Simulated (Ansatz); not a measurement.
## Point defect: As on a Si site in Si

All numbers below come from DFT PBE, scalar-relativistic, plane waves, PAW (Ansatz). (420 eV cutoff, 2×2×2 k-mesh, shifted by half a step, Gaussian smearing of 0.01 eV, collinear spin in charge 0 alone)

Host crystal, relaxed:

```
Si
1.0
     0.00000    2.73505    2.73505
     2.73505    0.00000    2.73505
     2.73505    2.73505    0.00000
Si
2
Cartesian
  4.1026 4.1026 4.1026
  2.7350 2.7350 2.7350
```

Supercell of 32 atoms, rows in host cell vectors: -1 -1 3; 3 -1 -1; -1 3 -1. Atoms relax at the host's cell from a start displaced at random by 0.06 Å near the defect, so other minima may exist. The cell is small, so energies carry finite-size errors of tenths of an eV. The host's Kohn–Sham gap is 0.61 eV. Atoms are taken from and returned to the elements' standard states. Charged cells are corrected for image charges with the computed static dielectric tensor (mean 13.0) and aligned with the host's potential at far atoms (alignment terms reach 0.14 eV; the program doubts the alignment in some charges, where it is up to 0.14 eV). No band-filling term is added, and the Fermi level counts from the host's valence band top.

Defect: As on a Si site at (0.750, 0.750, 0.750) of the host cell.

What is the formation energy of the neutral defect?

0.33 eV.

Does the neutral defect carry a moment, and how do its surroundings relax?

It changes the cell's moment by 0.50 μB (a fraction, from partly filled bands). The nearest neighbours before are 4 Si at 2.37 Å; after relaxation the atoms near the site are 4 Si at 2.44 Å; the largest move is 0.07 Å.

Charges +1, 0 were computed. Which is stable where in the gap?

Among the charges computed the stable one is +1 at the valence band top, changing to 0 at 0.42 eV. In charge 0 the cell has partly filled bands: a level of the defect may be part filled, the carrier may sit in the host's bands, or levels may cross between the k points, so transitions that involve it are doubtful. Levels between neighbouring charges: (+1/0) 0.42 eV.

Cost: 3 runs of about 13 core-minutes in all, on Intel Xeon Processor @ 2.10GHz (Emerald Rapids) (shared hosts).